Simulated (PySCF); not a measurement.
# One molecule, many functionals

Species: CH₈BN.
InChI=1S/CH8BN/c1-2-3/h2H2,1,3H3

Linear-response calculations in the def2-SVPD basis (PySCF; singlets by full response, triplets Tamm–Dancoff, core orbitals frozen in the response; HF means time-dependent Hartree–Fock). 'Strongest' is the level of largest summed f among the singlets computed (10 roots, of which the last may lack a degenerate partner); it can jump between rows when another state enters that window. S1 is the lowest singlet of each run and needn't be the same state throughout; f(S1) is that of one state. Isolated species at its PBE0-D3(BJ)/def2-SVP geometry, gas phase.

```csv
functional,kind,S1 (eV),f(S1),strongest (eV),T1 (eV),HOMO (eV),gap (eV),"ionisation energy, ΔSCF (eV)"
LDA,LDA,5.05,0.000,6.91,4.99,-6.02,5.04,9.53
PBE,GGA,5.09,0.000,7.15,5.01,-6.02,5.07,9.52
B3LYP,"global hybrid, 20% exact exchange",5.74,0.001,7.78,5.66,-7.20,6.66,9.85
PBE0,"global hybrid, 25% exact exchange",6.00,0.002,8.07,5.90,-7.35,7.16,9.78
BHandHLYP,"global hybrid, 50% exact exchange",6.67,0.005,8.45,6.54,-8.68,8.99,9.97
CAM-B3LYP,range-separated hybrid,6.35,0.005,8.11,6.23,-8.81,9.27,9.96
wB97X-D,range-separated hybrid,6.61,0.009,8.78,6.56,-9.27,10.76,9.91
HF,Hartree–Fock,7.93,0.029,10.24,7.52,-10.72,12.61,not settled
```

Problem. What does LC-wPBE (range-separated hybrid) give?

Solution. S1 (eV) 7.18, f(S1) 0.015, strongest (eV) 9.38, T1 (eV) 6.98, HOMO (eV) -10.15, gap (eV) 11.75, ionisation energy, ΔSCF (eV) 10.05. S1 runs from 5.05 eV (LDA) to 7.93 eV (HF), a spread of 2.88 eV, while the orbital gap spreads over 7.6 eV. Along PBE (0%), B3LYP (20%), PBE0 (25%), BHandHLYP (50%), HF (100%) S1 rises with the share of exact exchange. −ε(HOMO) comes closest to its own ΔSCF ionisation energy with LC-wPBE (+0.10 eV) and misses most with LDA (-3.51 eV). 'Not settled' means that the ion's SCF failed to converge or may have ended in another state than the lowest.

Without π bonds the low states are Rydberg-like; a valence basis with one diffuse set may place them up to an eV too high.
